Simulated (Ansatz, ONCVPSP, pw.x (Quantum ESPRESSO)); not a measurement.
**pw.x on diamond As: one setting changed**

Potential: optimised norm-conserving Vanderbilt (ONCV), ONCVPSP 4.0.1, LDA (Perdew-Wang 92); core [Ar] 3d10, reference 4s2 4p3; waves: 4s: rc 1.50 bohr, ncon 3, nbas 6, qcut 4.2 1/bohr, 2 projectors, debl 2.5 Ha; 4p: rc 2.20 bohr, ncon 5, nbas 9, qcut 3.8 1/bohr, 2 projectors, debl 2.3 Ha; d scattering state at 0.19 Ha: rc 2.35 bohr, ncon 4, nbas 7, qcut 4 1/bohr, 2 projectors, debl 1.9 Ha; local part: polynomial inside 1.50 bohr (lpopt 5, dvloc0 1 Ha); core correction: Teter function, parameters optimised by the program.

The reference run (k-mesh 8³, cutoffs 85/340 Ry, Fermi–Dirac 0.01 Ry, mixing_beta 0.4, conv_thr 1e-9, no spin) gives -0.29 GPa at 26.580 Å³/atom, where all-electron LAPW gives 0.10 GPa. This run, with its own iteration cap, changes conv_thr to 1e-18, a wrong or extreme entry chosen on purpose.

```
&control
  calculation='scf', prefix='x', pseudo_dir='./', outdir='./tmp', tstress=.true., disk_io='none'
/
&system
  ibrav=0, nat=2, ntyp=1, ecutwfc=85, ecutrho=340, nbnd=12,
  occupations='smearing', smearing='fd', degauss=0.01
/
&electrons
  conv_thr=1e-18, mixing_beta=0.4, electron_maxstep=70
/
ATOMIC_SPECIES
As 1.0 As.UPF
CELL_PARAMETERS angstrom
  0.00000000 2.98436308 2.98436308
  2.98436308 0.00000000 2.98436308
  2.98436308 2.98436308 0.00000000
ATOMIC_POSITIONS crystal
As 0.0000 0.0000 0.0000
As 0.2500 0.2500 0.2500
K_POINTS automatic
8 8 8 0 0 0
```

```bash
pw.x < As.scf.in > As.scf.out
```

Task: How does the run end?

Result: It converges in 15 iterations; the free energy moves by +0.0 meV/atom and the pressure by +0.00 GPa. The result is that of the reference run.

```
Message from routine setup:
     using ibrav=0 with symmetry is DISCOURAGED, use correct ibrav instead
     lattice parameter (alat)  =       7.9756  a.u.
     unit-cell volume          =     358.7415 (a.u.)^3
     number of electrons       =        10.00
     number of Kohn-Sham states=           12
     kinetic-energy cutoff     =      85.0000  Ry
     charge density cutoff     =     340.0000  Ry
     scf convergence threshold =      1.0E-18
     Exchange-correlation= SLA  PW   NOGX NOGC
     number of k points=    29  Fermi-Dirac smearing, width (Ry)=  0.0100
     iteration #  1     ecut=    85.00 Ry     beta= 0.40
     total energy              =     -38.89475048 Ry
     estimated scf accuracy    <       0.01198558 Ry
     iteration #  2     ecut=    85.00 Ry     beta= 0.40
     total energy              =     -38.89377114 Ry
     estimated scf accuracy    <       0.00324860 Ry
     iteration #  3     ecut=    85.00 Ry     beta= 0.40
     total energy              =     -38.89393759 Ry
     estimated scf accuracy    <       0.00005461 Ry
     [... 9 iterations left out ...]
     iteration # 13     ecut=    85.00 Ry     beta= 0.40
     total energy              =     -38.89394635 Ry
     estimated scf accuracy    <          2.3E-15 Ry
     iteration # 14     ecut=    85.00 Ry     beta= 0.40
     total energy              =     -38.89394635 Ry
     estimated scf accuracy    <          9.0E-16 Ry
     iteration # 15     ecut=    85.00 Ry     beta= 0.40
     the Fermi energy is     4.9891 ev
!    total energy              =     -38.89394635 Ry
     estimated scf accuracy    <          4.7E-19 Ry
     smearing contrib. (-TS)   =      -0.00634278 Ry
     The total energy is F=E-TS. E is the sum of the following terms:
     one-electron contribution =       3.21318116 Ry
     hartree contribution      =       2.58879308 Ry
     xc contribution           =     -20.81035562 Ry
     ewald contribution        =     -23.87922220 Ry
     convergence has been achieved in  15 iterations
          total   stress  (Ry/bohr**3)                   (kbar)     P=       -2.93
     Message from routine punch:
     Nothing written, as per user request (disk_io='none')
```

The run took about 39 s on one core of a shared host (Intel(R) Xeon(R) Processor @ 2.60GHz, 24 threads, 32 GiB, load 8).
